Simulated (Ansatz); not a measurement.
One change: `FC1CC1(F)F` becomes `FC1(F)CC1`.

Ansatz, PBE0-D4/def2-TZVP geometries, multiplicity 1. 

| property | `FC1CC1(F)F` |
| --- | --- |
| ideal-gas entropy at 298 K and 1 bar (rigid rotor, harmonic PBE0-D4/def2-TZVP) / J/(mol·K) | 309 |
| size of the dipole moment (PBE/def2-TZVPP) / D | 2.04 |
| HOMO energy (B3LYP/def2-TZVPP) / eV | -8.24 |
| size of the dipole moment (ωB97M-V/def2-TZVPP) / D | 2.20 |
| LUMO energy (B3LYP/def2-TZVPP) / eV | 0.64 |
| HOMO–LUMO gap (ωB97M-V/def2-TZVPP) / eV | 13.56 |

What does the change do to each property? (Estimate.)

Ansatz gave: 
```
                                                                                  property  `FC1(F)CC1`  shift
ideal-gas entropy at 298 K and 1 bar (rigid rotor, harmonic PBE0-D4/def2-TZVP) / J/(mol·K)          283    -26
                                            size of the dipole moment (PBE/def2-TZVPP) / D         2.05   0.01
                                                       HOMO energy (B3LYP/def2-TZVPP) / eV        -8.13   0.11
                                        size of the dipole moment (ωB97M-V/def2-TZVPP) / D         2.19  -0.01
                                                       LUMO energy (B3LYP/def2-TZVPP) / eV         1.27   0.63
                                                   HOMO–LUMO gap (ωB97M-V/def2-TZVPP) / eV        13.77   0.21
```

With PBE0 the HOMO rises by 0.10 eV and the LUMO rises by 0.71 eV, so the gap widens by about 0.61 eV. PBE moves the HOMO by 0.06 eV and ωB97M-V by 0.10 eV. Dipoles are sizes alone; their direction can turn.

B3LYP here is the variant with VWN-RPA as its local correlation; programs differ in this.
